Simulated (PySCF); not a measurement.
A simulated first-order isotropic EPR spectrum at 9.651 GHz has these lines.

Lines, field (mT) (relative intensity): 291.58 (1), 292.46 (1), 293.34 (1), 308.94 (2), 309.82 (2), 310.69 (2), 326.29 (3), 327.17 (3), 328.05 (3), 343.64 (4), 344.52 (4), 345.40 (4), 360.99 (3), 361.87 (3), 362.75 (3), 378.35 (2), 379.22 (2), 380.10 (2), 395.70 (1), 396.58 (1), 397.46 (1)

**Question.** Find the g value from the centre of the pattern.

**Answer.** The pattern is symmetric about 344.52 mT, so g = hν/(μB·B0) = 9651/(13.99624 × 344.52) = 2.0015, a shift of -0.9 × 10⁻³ from the free-electron value.

**Question.** Which couplings and how many nuclei make this pattern?

**Answer.** The first two lines at either end are about 0.88 mT apart, which is the smallest coupling, and their intensity ratio 1:1 counts the nuclei that share it. In full: a 1:2:3:4:3:2:1 septet of 17.35 mT (486 MHz), from 2 nuclei of spin 3/2; a 1:1:1 triplet of 0.88 mT (25 MHz), from 1 nucleus of spin 1. Check: Σ 2nI·a is the distance from the first to the last line, 105.87 mT.

**Question.** The radical has the formula B2N. Propose a structure, and say which nuclei carry the couplings.

**Answer.** The pattern alone needn't single out one isomer; the structure behind this simulation is `[B]N=[B]` [radical], numbered [B:1][N:2]=[B:3]. 17.35 mT: 11B at B1/B3 (a main spin site; computed sign +); 0.88 mT: 14N at N2 (1 bond from B3; computed sign −). The Mulliken spin populations are largest on B3 (+0.47), B1 (+0.46) and N2 (+0.07). Main spin sites, with 60 % or more of the largest population: B1, B3; positions count bonds from the nearest.

Method: UKS B3LYP, IGLO-III on B N, non-relativistic, mean-field spin-orbit, GIAO in PySCF. Isolated species at its PBE0-D3(BJ)/def2-SVP geometry, gas phase.

Means are taken over nuclei equivalent by connectivity, which assumes that they swap fast.

Main isotope only: 11B (natural samples also hold 20 % 10B, magnetic too, which adds its own pattern).

First-order positions only. To second order lines move to lower field by a²/(2B0)·[J(J+1) − M²], with J the total spin of the equivalent nuclei and M its projection: up to 5.24 mT for the 17.35 mT coupling at this field, and inner lines split by J.

Rare isotopes and splittings under 0.04 mT were left out of the simulation.

Hardware: one thread of an Arm Neoverse V1, no GPU (shared host). Cost: 8.3 s wall (grids of density and orbitals included), 0.34 GiB resident at most.
